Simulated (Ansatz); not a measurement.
Reaction (SMILES): FOF → F atom + [O]F (O-F)
B3LYP-D3(BJ)/def2-TZVP geometries, fixed; electronic energies without zero-point terms.

The bond dissociation energy at MP2 with Ansatz (a quantum-chemistry and plane-wave program), in kcal/mol, split into its Hartree-Fock and correlation parts. Cores are frozen. A restricted Hartree-Fock determinant is unstable towards unrestricted orbitals. Open shells are unrestricted. No added dispersion term, no relativity. Functions are those of the species that has most.

```
basis        X  functions  Hartree-Fock    MP2
-----------  -  ---------  ------------  -----
aug-cc-pVDZ  2         69        -26.50  41.71
aug-cc-pVTZ  3        138        -24.58  47.55
aug-cc-pVQZ  4        240        -24.77  48.80
```

Worked estimate of the basis-set limit from each neighbouring pair, with Hartree-Fock from the larger set and the correlation part extrapolated as X^-3.
Correlation parts: X = 2: 68.21, X = 3: 72.13, X = 4: 73.57.
- (2,3): (27·(72.13) - 8·(68.21))/19 = 73.78; with Hartree-Fock -24.58 the estimate is 49.20 kcal/mol.
- (3,4): (64·(73.57) - 27·(72.13))/37 = 74.62; with Hartree-Fock -24.77 the estimate is 49.85 kcal/mol.
The last two estimates differ by 0.65 kcal/mol; the largest set lies 1.05 from the last. Over the last step Hartree-Fock moves by -0.19 and the correlation part by 1.44.
